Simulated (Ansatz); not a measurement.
Species: NH4, net charge 1, singlet state. 
Structure (B3LYP-D3(BJ)/def2-TZVP (Ansatz, a first-principles code) minimum search):
```xyz
5

N      0.0000     0.0000     0.0000
H      0.0143     0.9619    -0.3540
H      0.8334    -0.4977    -0.3293
H     -0.8403    -0.4774    -0.3416
H     -0.0074     0.0132     1.0249
```
Charge +1, spin multiplicity 1.

Basis-set convergence of Hartree-Fock and CCSD correlation energies (hartree) with Ansatz. Cores are frozen in the correlated levels unless marked. Spin-orbit coupling is left out. No relativistic terms.

```
basis    functions      E(HF)  E(corr, CCSD)
-------  ---------  ---------  -------------
cc-pVDZ         34  -56.54493       -0.20393
cc-pVTZ         86  -56.56395       -0.24470
cc-pVQZ        175  -56.56782       -0.25716
```

Extrapolating the two largest sets (X = 3 and 4) as X^-3: E(corr) = (64·(-0.25716) - 27·(-0.24470))/37 = -0.2663 Eh, an estimate of the basis-set limit. The largest set recovers 96.6 % of it, the smallest 76.6 %.
